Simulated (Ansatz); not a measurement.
Molecule: NH2, charge 0, multiplicity 2. 
Structure (B3LYP-D3(BJ)/def2-TZVP (Ansatz, a quantum-chemistry and plane-wave program) minimum search):
```xyz
3

N      0.0046     0.0019     0.1418
H     -0.0276     0.7996    -0.5065
H     -0.0044    -0.8126    -0.4860
```
Charge 0, spin multiplicity 2.

Basis-set convergence of Hartree-Fock and MP2 correlation energies (hartree) with Ansatz. Valence correlation only, unless marked. Open shells are spin-unrestricted. No spin-orbit coupling. Non-relativistic.

```json
[
 {"basis": "aug-cc-pVDZ", "functions": "41", "E(HF)": "-55.57494", "E(corr, MP2)": "-0.15351"},
 {"basis": "aug-cc-pVTZ", "functions": "92", "E(HF)": "-55.58783", "E(corr, MP2)": "-0.18874"},
 {"basis": "aug-cc-pVQZ", "functions": "172", "E(HF)": "-55.59116", "E(corr, MP2)": "-0.20038"}
]
```

Extrapolating the two largest sets (X = 3 and 4) as X^-3: E(corr) = (64·(-0.20038) - 27·(-0.18874))/37 = -0.2089 Eh, an estimate of the basis-set limit. The largest set recovers 95.9 % of it, the smallest 73.5 %.
